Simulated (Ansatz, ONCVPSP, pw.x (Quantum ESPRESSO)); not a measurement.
W: does the ONCV potential hold in the solid?

ONCVPSP 4.0.1.1 (patched build) input, shortened (lines: element, Z, core and valence counts, functional; n l f; lmax; l rc ep ncon nbas qcut; lloc lpopt rc5 dvloc0; l nproj debl; icmod fcfact rcfact), PBEsol, scalar-relativistic:

```
  W 74.00   11    3  -116133      upf
    1    0    2.00
    2    0    2.00
    2    1    6.00
    3    0    2.00
    3    1    6.00
    3    2   10.00
    4    0    2.00
    4    1    6.00
    4    2   10.00
    4    3   14.00
    5    0    2.00
    5    1    6.00
    5    2    4.00
    6    0    2.00
    2
    0    2.55    0.00    4    8    2.60
    1    1.85    0.00    5    9    9.00
    2    2.75    0.00    3    8    6.00
    4    3    1.85    0.00
    0    2    2.70
    1    1    3.80
    2    2    3.80
    3    1.50    1.20
```

Crystal test: bcc W in pw.x 7.5, no spin, 15³ k-points, Fermi–Dirac smearing 0.01 Ry, cutoffs 75/300 Ry. The reference is all-electron LAPW (Ansatz 0.2.0) with the same functional, mesh and smearing; V0 and B0 come from Birch–Murnaghan fits to the pressures at five volumes. Errors are pseudo minus all-electron; Δ is the rms difference of the E(V) curves that follow from these fits, minima aligned, over ±6 % about the mean V0. Mesh and smearing are coarse, so the numbers serve the comparison and aren't converged zero-temperature values; the lattice is a test structure that the element need not adopt.

```
V (Å³/atom)  P all-electron (GPa)  P pseudo (GPa)
     14.903                 18.56           15.66
     15.295                  8.81            6.22
     15.687                  0.22           -2.10
     16.079                 -7.35           -9.44
     16.471                -14.00          -15.89
```

All-electron: a0 = 3.155 Å (V0 = 15.70 Å³/atom), B0 = 321.1 GPa.

Pseudopotential: mean pressure error (GPa): -2.36; a0 (Å): 3.147; a0 error (%): -0.24; B0 error (%): -0.2; Δ (meV/atom): 8.1. The largest radius (2.75 bohr) exceeds half the bond length (2.58 bohr), so the spheres overlap, which is one possible source of error among others. The generator flags a localised state at positive energy (s at 35 eV). Atomic configuration tests: 1 of 4 tests not solved or not reliable.

At the middle volume, how do free energy and pressure move when the wave cutoff is lowered (ecutrho kept at four times it)?

```tsv
cutoff (Ry)	shift of F (meV/atom)	shift of P (GPa)
34	+2044.4	-45.10
45	+508.0	-24.04
60	+28.4	-2.69
```

The run at the middle volume (120 k-points, 8 iterations) took about 22 s on one core of a shared host (AMD EPYC 7R43 64-Core Processor, 256 threads, 1004 GiB, load 119).
